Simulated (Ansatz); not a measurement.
Cost and result for the atomization energy of C3H4OS, SMILES `C=C(S)C=O` (9 atoms, 8 bonds).

| atom | x (Å) | y (Å) | z (Å) |
| --- | --- | --- | --- |
| C1 | 1.3268 | 0.5119 | -0.2774 |
| C2 | 0.0775 | 0.0475 | -0.2882 |
| S3 | -0.8403 | -0.1968 | -1.7623 |
| C4 | -0.5917 | -0.2860 | 1.0033 |
| O5 | -0.0743 | -0.1676 | 2.0774 |
| H6 | 1.8644 | 0.7711 | -1.1806 |
| H7 | 1.8232 | 0.6340 | 0.6777 |
| H8 | -1.9526 | -0.6513 | -1.1616 |
| H9 | -1.6330 | -0.6630 | 0.9115 |

Charge 0, multiplicity 1. The geometry is a stationary point of PBE0-D4/def2-TZVP. It is one conformer, not always the lowest. Program: Ansatz. All runs use 2 threads of an Intel Xeon 6975P-C on a shared host. Times are those of one run each, without the atoms' runs, and a repeat can differ threefold. Electronic energies, without spin–orbit coupling; frozen cores. CCSD(T)/CBS adds CCSD(T) − MP2 in def2-TZVPP to the MP2 limit, and its time is that of the two runs behind it. T1 = 0.015; the RHF reference is unstable towards UHF. B3LYP takes the VWN-RPA correlation (the form of Gaussian; ORCA's B3LYP/G).

CCSD(T)/CBS is a level of theory with its own doubt, some kJ/mol a heavy atom from the limit and from the frozen cores, so smaller differences don't rank the functionals.

```
                             level  functions  wall time
            LDA (SPW92)/def2-TZVPP        222      1.1 s
              revPBE-D4/def2-TZVPP        222      1.6 s
                BLYP-D4/def2-TZVPP        222      1.9 s
               BHLYP-D4/def2-TZVPP        222      2.5 s
           CAM-B3LYP-D4/def2-TZVPP        222      2.7 s
                  CCSD(T)/def2-SVP         94      3.4 s
             r2SCANh-D4/def2-TZVPP        222      3.7 s
r2SCAN-D4/def2-TZVPP (with forces)        222      4.3 s
 B3LYP-D4/def2-TZVPP (with forces)        222      4.5 s
               PBE-QIDH/def2-TZVPP        222      5.5 s
                    MP2/def2-QZVPP        418       21 s
                CCSD(T)/def2-TZVPP        222       44 s
                 CCSD(T)/CBS(def2)          –       65 s
```

(1) What atomization energy does each give, and how far from CCSD(T)/CBS? (Estimate.)

## Answers

(1) Ansatz gave: 
| level | atomization (kcal/mol) | difference from CCSD(T)/CBS | per bond |
| --- | --- | --- | --- |
| LDA (SPW92)/def2-TZVPP | 1037.2 | 155.1 | 19.4 |
| revPBE-D4/def2-TZVPP | 895.0 | 12.9 | 1.6 |
| BLYP-D4/def2-TZVPP | 891.6 | 9.5 | 1.2 |
| BHLYP-D4/def2-TZVPP | 845.9 | -36.2 | -4.5 |
| CAM-B3LYP-D4/def2-TZVPP | 884.9 | 2.8 | 0.3 |
| CCSD(T)/def2-SVP | 839.7 | -42.4 | -5.3 |
| r2SCANh-D4/def2-TZVPP | 881.5 | -0.6 | -0.1 |
| r2SCAN-D4/def2-TZVPP (with forces) | 890.5 | 8.4 | 1.0 |
| B3LYP-D4/def2-TZVPP (with forces) | 884.4 | 2.3 | 0.3 |
| PBE-QIDH/def2-TZVPP | 879.7 | -2.4 | -0.3 |
| MP2/def2-QZVPP | 895.7 | 13.6 | 1.7 |
| CCSD(T)/def2-TZVPP | 857.8 | -24.3 | -3.0 |
| CCSD(T)/CBS(def2) | 882.1 | 0.0 | 0.0 |

The D4 term adds +7.5 kcal/mol with B3LYP and +3.9 kcal/mol with PBE0; it sums over pairs of atoms, weighted by their polarisabilities, and B3LYP, whose exchange is more repulsive, gets the larger term. From PBE to PBE0 (25 % exact exchange), in def2-TZVPP and without D4, the atomization energy moves by −26.7 kcal/mol: exact exchange takes away binding that semilocal exchange gives to molecules. In def2-TZVPP, CCSD(T) changes the Hartree–Fock value by +242.5 kcal/mol (the triples alone add +19.4 kcal/mol) and MP2 by +266.1 kcal/mol; breaking electron pairs costs correlation energy, which Hartree–Fock lacks.
